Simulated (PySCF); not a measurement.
# SiOCl: structure of the doublet

Aim: relax SiOCl as a doublet from a linear start, check by its vibrations whether the end is a minimum, and collect its spectrum and constants.

Program: PySCF 2.14.0. Level of theory: PBE0, basis Si def2-TZVP, O def2-TZVP, Cl def2-TZVP, no relativity, density fitting. These are calculated values, not measurements.

## (1) The system as given

3 atoms, charge 0, spin multiplicity 2.

Bond lengths: Si1–O2 1.640 Å, Si1–Cl3 2.150 Å. Angles: O2–Si1–Cl3 180.0°.

```xyz
3
charge 0 multiplicity 2
Si    0.0000    0.0000    0.0000
O     0.0000    0.0000   -1.6400
Cl    0.0000    0.0000    2.1500
```

## (2) Finding the electronic state

The steps below are one call of a driver around PySCF. For each, scf.py gives the equivalent set-up of the SCF; relaxations use the driver's own optimiser. After this first run the driver tries any further starts and a stability analysis.

scf.py reads:

```python
from pyscf import gto, scf, dft
mol = gto.M(atom='''
Si     0.000000     0.000000     0.000000
O      0.000000     0.000000    -1.640000
Cl     0.000000     0.000000     2.150000''',
    basis={'Si': 'def2-TZVP', 'O': 'def2-TZVP', 'Cl': 'def2-TZVP'},
    charge=0, spin=1)
mf = dft.UKS(mol, xc='PBE0')
mf.grids.atom_grid = (50, 194)
aux = {'Si': 'def2-universal-JKFIT', 'O': 'def2-universal-JKFIT', 'Cl': 'def2-universal-JKFIT'}
mf = mf.density_fit(auxbasis=aux)
mf.conv_tol = 1e-08
mf.diis_space = 10
mf.max_cycle = 60
mf.init_guess = 'minao'
mf.verbose = 4
mf.kernel()
```

The run is started by

```console
$ OMP_NUM_THREADS=4 python axn.py task.json out
```

The program printed:

```text
init E= -824.627790548097
[... the frontier-level lines of each cycle are left out ...]
cycle= 1 E= -824.336297083247  delta_E= 0.291  |g|= 0.736  |ddm|= 1.52
cycle= 2 E= -820.471846332816  delta_E= 3.86  |g|= 2.38  |ddm|=  2.1
cycle= 3 E= -824.54425089034  delta_E= -4.07  |g|= 0.271  |ddm|= 1.92
cycle= 4 E= -824.572309536867  delta_E= -0.0281  |g|= 0.206  |ddm|= 0.437
cycle= 5 E= -824.594266513711  delta_E= -0.022  |g|= 0.0266  |ddm|= 0.194
cycle= 6 E= -824.594561931305  delta_E= -0.000295  |g|= 0.0168  |ddm|= 0.0254
cycle= 7 E= -824.594674227679  delta_E= -0.000112  |g|= 0.0074  |ddm|= 0.0116
cycle= 8 E= -824.594697097281  delta_E= -2.29e-05  |g|= 0.00326  |ddm|= 0.00446
cycle= 9 E= -824.594702334565  delta_E= -5.24e-06  |g|= 0.000555  |ddm|= 0.00242
cycle= 10 E= -824.594702608076  delta_E= -2.74e-07  |g|= 0.000135  |ddm|= 0.000615
cycle= 11 E= -824.594702682506  delta_E= -7.44e-08  |g|= 8.31e-05  |ddm|= 0.000423
cycle= 12 E= -824.594702717091  delta_E= -3.46e-08  |g|= 2.38e-05  |ddm|= 0.000407
cycle= 13 E= -824.594702720524  delta_E= -3.43e-09  |g|= 3.4e-06  |ddm|= 0.00016
Extra cycle  E= -824.594702720523  delta_E= 7.96e-13  |g|= 6.43e-06  |ddm|= 8.34e-06
converged SCF energy = -824.594702720523  <S^2> = 0.76341151  2S+1 = 2.0133668
```

This step, with its further starts and checks, took 3.2 s on 4 threads of Arm Neoverse V1, shared host.

No lower solution of this spin turned up in the test of internal stability.

## (3) Relaxation: linear start, doublet

The program finds C∞v symmetry in the start, which this walk keeps. Threshold on the gradient: 0.0003 Eh/bohr, with a further test on the energy change.

scf.py: that of step 2 with these lines changed.

```diff
@@ -3,3 +3,3 @@
-Si     0.000000     0.000000     0.000000
-O      0.000000     0.000000    -1.640000
-Cl     0.000000     0.000000     2.150000''',
+Si     0.000000     0.000000    -0.620103
+O      0.000000     0.000000    -2.260103
+Cl     0.000000     0.000000     1.529897''',
@@ -15 +14,0 @@
-mf.init_guess = 'minao'
```

Steps of the walk:

```
step  energy (Eh)  change (kJ/mol)  largest symmetric gradient (Eh/bohr)
   0  -824.594703             0.00                               0.08938
   1  -824.605342           -27.93                               0.03955
   2  -824.606350           -30.58                               0.01448
   3  -824.606546           -31.09                               0.00154
   4  -824.606548           -31.10                               0.00011
```

The walk took 5.2 s.

Geometry (Å) and forces (eV/Å) at some steps:

```
step 0
Si   0.000   0.000  -0.620   0.000   0.000  -4.415
O    0.000   0.000  -2.260   0.000   0.000   4.596
Cl   0.000   0.000   1.530   0.000   0.000  -0.181
step 1
Si   0.000   0.000  -0.673   0.000   0.000   2.034
O    0.000   0.000  -2.156   0.000   0.000  -2.027
Cl   0.000   0.000   1.479   0.000   0.000  -0.007
step 2
Si   0.000   0.000  -0.655   0.000   0.000  -0.727
O    0.000   0.000  -2.187   0.000   0.000   0.745
Cl   0.000   0.000   1.492   0.000   0.000  -0.018
step 3
Si   0.000   0.000  -0.660   0.000   0.000  -0.073
O    0.000   0.000  -2.178   0.000   0.000   0.079
Cl   0.000   0.000   1.488   0.000   0.000  -0.006
step 4
Si   0.000   0.000  -0.660   0.000   0.000   0.006
O    0.000   0.000  -2.177   0.000   0.000  -0.004
Cl   0.000   0.000   1.487   0.000   0.000  -0.002
```

It settles in C∞v symmetry, 31.1 kJ/mol below the start, after 4 steps: Si–Cl 2.147 Å, Si–O 1.517 Å; Cl–Si–O 180.0°.

## (4) Frequencies

On the finer grid the gradient is checked again; gradients at displacements of ±0.02 bohr then give force constants and infrared intensities.

scf.py: that of step 3 with these lines changed.

```diff
@@ -3,3 +3,3 @@
-Si     0.000000     0.000000    -0.620103
-O      0.000000     0.000000    -2.260103
-Cl     0.000000     0.000000     1.529897''',
+Si    -0.000000     0.000000    -0.643726
+O     -0.000000    -0.000000    -2.160727
+Cl     0.000000     0.000000     1.503341''',
@@ -9 +9 @@
-mf.grids.atom_grid = (50, 194)
+mf.grids.atom_grid = (75, 302)
@@ -12 +12 @@
-mf.conv_tol = 1e-08
+mf.conv_tol = 1e-10
```

This SCF starts from the last density.

Log of the central SCF (cycles and frontier levels):

```text
init E= -824.606552680873
[... the frontier-level lines of each cycle are left out ...]
cycle= 1 E= -824.606552680789  delta_E= 8.39e-11  |g|= 1.56e-05  |ddm|= 1.15e-05
cycle= 2 E= -824.606552680145  delta_E= 6.44e-10  |g|= 4.31e-05  |ddm|= 3.03e-05
cycle= 3 E= -824.606552680886  delta_E= -7.41e-10  |g|= 9.2e-07  |ddm|= 2.22e-05
cycle= 4 E= -824.606552680887  delta_E= -1.14e-12  |g|= 1.39e-07  |ddm|= 9.07e-07
Extra cycle  E= -824.606552680887  delta_E=    0  |g|= 1.55e-07  |ddm|= 2.85e-07
converged SCF energy = -824.606552680887  <S^2> = 0.76239606  2S+1 = 2.0123579
```

The whole step took 19 s.

Geometry: C∞v; Si–Cl 2.147 Å, Si–O 1.517 Å; Cl–Si–O 180.0°.

Harmonic modes (main isotopes):

```json
{"symmetry": "π", "ω (cm⁻¹)": "347i", "IR (km/mol)": "2.6"}
{"symmetry": "σ+", "ω (cm⁻¹)": "366", "IR (km/mol)": "60.2"}
{"symmetry": "σ+", "ω (cm⁻¹)": "1214", "IR (km/mol)": "116"}
```

2 modes are imaginary, the largest at 347i cm⁻¹: a saddle point, not a minimum.

Constants and moments:

- Dipole moment: 2.10 D
- Highest occupied level: -6.82 eV
- Lowest empty level: -3.81 eV
- Rotational constants: 0.102 cm⁻¹
- Zero-point energy (real modes): 9.5 kJ/mol
- Principal polarisabilities: 33.2, 33.2, 62.8 bohr³
- Atomisation energy without zero-point energy: 895 kJ/mol
- Principal traceless quadrupole moments about the centre of mass: -10.45, 5.23, 5.23 D Å
- Spin squared ⟨S²⟩: 0.762

Charges (e) and bond orders:

| atom | Mulliken | Löwdin | polar tensor | spin (Mulliken) | Mayer order to Si1 |
| --- | --- | --- | --- | --- | --- |
| Si1 | 0.49 | 0.03 | 0.67 | 0.70 | – |
| O2 | -0.35 | -0.18 | -0.34 | 0.05 | 2.25 |
| Cl3 | -0.14 | 0.15 | -0.33 | 0.25 | 1.16 |

Mulliken populations on Si1: s 5.50, p 7.51, d 0.43, f 0.07.

## (5) Leaving the saddle point

The atoms are moved a little along the softest imaginary mode and relaxed again.

The program finds Cs symmetry in the start, which this walk keeps. The walk stops when the largest gradient is under 0.0003 Eh/bohr and the energy has settled too.

scf.py: that of step 4 with these lines changed.

```diff
@@ -3,3 +3,3 @@
-Si    -0.000000     0.000000    -0.643726
-O     -0.000000    -0.000000    -2.160727
-Cl     0.000000     0.000000     1.503341''',
+Si    -0.000000    -0.117080    -0.643726
+O     -0.000000     0.120000    -2.160727
+Cl     0.000000     0.038781     1.503341''',
@@ -9 +9 @@
-mf.grids.atom_grid = (75, 302)
+mf.grids.atom_grid = (50, 194)
@@ -12 +12 @@
-mf.conv_tol = 1e-10
+mf.conv_tol = 1e-08
```

The optimiser's trace:

```
step  energy (Eh)  change (kJ/mol)  largest symmetric gradient (Eh/bohr)
   0  -824.610832             0.00                               0.02085
   1  -824.619248           -22.10                               0.02182
   2  -824.626727           -41.73                               0.03422
   3  -824.632816           -57.72                               0.03310
   4  -824.634354           -61.76                               0.00847
   5  -824.634550           -62.27                               0.00210
   6  -824.634556           -62.29                               0.00027
   7  -824.634556           -62.29                               0.00001
```

The walk took 8.8 s.

After 7 steps and 62.3 kJ/mol it ends at Cs: Si–Cl 2.047 Å, Si–O 1.521 Å; Cl–Si–O 125.9°.

## (6) Is it a minimum? Harmonic modes

As before: finer grid, then central differences.

scf.py: that of step 5 with these lines changed.

```diff
@@ -3,3 +3,3 @@
-Si    -0.000000    -0.117080    -0.643726
-O     -0.000000     0.120000    -2.160727
-Cl     0.000000     0.038781     1.503341''',
+Si    -0.000000    -0.486435    -0.594296
+O     -0.000000     0.358284    -1.858591
+Cl     0.000000     0.225276     1.325467''',
@@ -9 +9 @@
-mf.grids.atom_grid = (50, 194)
+mf.grids.atom_grid = (75, 302)
@@ -12 +12 @@
-mf.conv_tol = 1e-08
+mf.conv_tol = 1e-10
```

SCF at the final geometry:

```text
init E= -824.634548096976
[... the frontier-level lines of each cycle are left out ...]
cycle= 1 E= -824.634548096967  delta_E= 8.75e-12  |g|= 5.86e-06  |ddm|= 5.37e-06
Extra cycle  E= -824.634548096895  delta_E= 7.19e-11  |g|= 1.5e-05  |ddm|= 1.08e-05
converged SCF energy = -824.634548096895  <S^2> = 0.75616624  2S+1 = 2.0061568
```

The whole step took 25 s on 4 threads of Arm Neoverse V1, shared host.

Geometry: Cs; Si–Cl 2.047 Å, Si–O 1.521 Å; Cl–Si–O 125.9°.

Modes, for the most abundant isotopes:

```
symmetry  ω (cm⁻¹)  IR (km/mol)  μ (u)
      a'       241         17.1  21.05
      a'       524          102  29.23
      a'      1200         67.0  19.10
```

No imaginary mode, so this is a minimum.

Constants and moments:

* Dipole moment: 2.84 D
* Highest occupied level: -7.90 eV
* Lowest empty level: -4.35 eV
* Rotational constants: 1.7, 0.1326, 0.123 cm⁻¹
* Zero-point energy: 11.8 kJ/mol
* Principal polarisabilities: 30.4, 36.1, 52.5 bohr³
* Atomisation energy without zero-point energy: 969 kJ/mol
* Principal traceless quadrupole moments about the centre of mass: -8.80, 4.20, 4.60 D Å
* Entropy at 298.15 K and 1 bar (electronic part: spin only): 277.9 J/(mol K)
* Heat capacity Cp at 298.15 K: 46.6 J/(mol K)
* Enthalpy at 298.15 K above 0 K: 11.81 kJ/mol
* Rotational symmetry number: 1
* Spin squared ⟨S²⟩: 0.756

Charges (e) and bond orders:

```
atom  Mulliken  Löwdin  polar tensor  spin (Mulliken)  Mayer order to Si1
 Si1      0.57   -0.08          0.89             0.65                   –
  O2     -0.42   -0.18         -0.49             0.21                2.18
 Cl3     -0.15    0.26         -0.40             0.14                1.21
```

Mulliken populations on Si1: s 5.35, p 7.59, d 0.44, f 0.07.

## (7) All stationary points

| spin | group | bonds | imaginary modes (cm⁻¹) | ΔE (kJ/mol) | with zero-point energy |
| --- | --- | --- | --- | --- | --- |
| doublet | Cs | Si–Cl 2.047 Å, Si–O 1.521 Å | none | 0.0 | 0.0 |
| doublet | C∞v | Si–Cl 2.147 Å, Si–O 1.517 Å | 347i, 347i | 73.5 | – |

## (8) Outcome

```
                                          quantity                                        value
                                           minimum                                  doublet, Cs
                                          geometry  Si–Cl 2.047 Å, Si–O 1.521 Å; Cl–Si–O 125.9°
                                wavenumbers (cm⁻¹)                241 (a'), 524 (a'), 1200 (a')
                                     dipole moment                                       2.84 D
highest occupied, lowest empty level (either spin)                              -7.90, -4.35 eV
                        polar-tensor charge of Si1                                      +0.89 e
                                 zero-point energy                                  11.8 kJ/mol
                               entropy at 298.15 K                              277.9 J/(mol K)
         atomisation energy (no zero-point energy)                                   969 kJ/mol
                                              ⟨S²⟩                                        0.756
```

What this shows: From C∞v at the start the molecule goes to a Cs minimum, after a stop at a second-order saddle point 73.5 kJ/mol higher, from which it was pushed off along an imaginary mode. In the infrared the band at 524 cm⁻¹ (a', stretch) leads. Most of the spin sits on Si1 (Mulliken spin 0.65, against 1 for the whole molecule). Only this shape and spin were tried, so other structures or states may lie lower.

The search up to here took 61 s.
